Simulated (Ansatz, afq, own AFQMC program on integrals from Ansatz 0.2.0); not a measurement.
Two steps: Ansatz 0.2.0 writes the Fock matrix and Cholesky factors of the valence space, and afq projects on them the lowest state that overlaps trial and start.

```yaml
crystal:
  periodic: [false, false, false]
  atoms:
    - {symbol: Si, position_ang: [0.000000, -0.120761, 0.000000]}
    - {symbol: H, position_ang: [0.000000, 1.682454, -3.042529]}
    - {symbol: H, position_ang: [0.000000, 1.682451, 3.042531]}
basis:
  gaussian: {orbitals: cc-pVDZ}
magnetization: {spin_polarized: true, initial_magnetization: 2}
correlation: {method: ccsd_t, electrons: outside_noble_gas, hamiltonian_folder: ham}
```

```sh
$ ansatz run in.yaml --threads 1 --pin off --events-out ev --progress --plain --max-ram 24576MiB --backend cuda --devices 0, --max-vram 18GiB
```

afq runs on the folder ham with

```
--method phaseless --trial hf --walkers 4000 --populations 20 --least-time 40 --time-step 0.005 --steps-per-block 20 --equilibration-blocks 160 --max-blocks 4000 --target-error 0.00145 --factor-cut 1e-05 --start spin_pure --seed 5570 --taylor-order 6
```

Times are imaginary, in 1/Eh. The walk had a cap of 49 s. With eight or more populations the least sampling time is a fifth of least-time, and the error comes from their spread.

afq prints:

```
orbitals 23  electrons 4 2  factors 119 of 275
reference energy -289.84939507 Eh
CCSD correlation -0.06483052 Eh in 37 cycles, weight of the determinant in the CISD state 0.9307
energy of the start -289.851673 Eh
 block  time / (1/Eh)  mean weight  energy / Eh
     1     0.100  1.0002  -289.858902
     2     0.200  1.0002  -289.865208
     3     0.300  1.0003  -289.870848
     4     0.400  1.0002  -289.875853
     5     0.500  1.0003  -289.880183
     7     0.700  1.0002  -289.888229
     9     0.900  1.0002  -289.894821
    13     1.300  1.0001  -289.903523
    25     2.500  0.9999  -289.913390
    37     3.700  1.0000  -289.918166
    49     4.900  1.0000  -289.918136
    61     6.100  0.9999  -289.919756
    73     7.300  1.0000  -289.918173
    85     8.500  1.0000  -289.917664
    97     9.700  0.9997  -289.915567
   109    10.900  1.0001  -289.915980
   121    12.100  0.9999  -289.915226
   133    13.300  1.0000  -289.914995
   145    14.500  0.9999  -289.914899
   157    15.700  1.0000  -289.916709
   169    16.900  0.9999  -289.916415
   181    18.100  1.0000  -289.914997
   193    19.300  1.0001  -289.915720
   205    20.500  1.0000  -289.915682
   217    21.700  1.0003  -289.914223
   229    22.900  0.9999  -289.915945
   235    23.500  0.9998  -289.916987
error from the spread of 20 populations
energy -289.915612 +/- 0.000452 Eh
(rows thinned)
```

The run passed its tests (sampling time, drift between the halves within three errors, error under three times the target), which doesn't prove that it has relaxed.

Against this walk (error 12.3 meV) on the same determinant: CCSD(T) 7.5 meV higher (within the noise), CCSDT(Q) 37.6 meV lower, full CI 54.6 meV lower, a separate phaseless walk with a CISD trial and standard settings 38.2 ± 12.4 meV lower. The error is statistical and leaves out the bias of the constraint. The determinant has ⟨S²⟩ = 2.99, so the low cluster orders mix in higher spin (the high orders can go on to a lower state of that spin), while the walk starts as a pure triplet. Full CI is exact here, so the walk's 55 meV above it is the walk's own error: the bias of the constraint with this trial. The determinant is a poor start (see the cautions), so the low cluster orders aren't to be relied on, and full CI is the sure value.

Cautions: constraint bias not in the error; lower spins were not checked; unrestricted determinant spin contaminated (⟨S²⟩ 2.99 against 2.00); the next higher spin lies close (full CI puts it 109 meV above); walk and cluster series may follow different spin states.

The walk took 17 s on 1 × NVIDIA H100 80GB HBM3 with 2 threads of AMD EPYC 7R13 Processor (Zen 3), on a shared host (the card was shared). The log's last line is the phaseless energy.

CCSDT and higher add their correlation energy to the determinant of the CCSD(T) run, since their own runs factorise the integrals more tightly (a shift of under 2 meV).
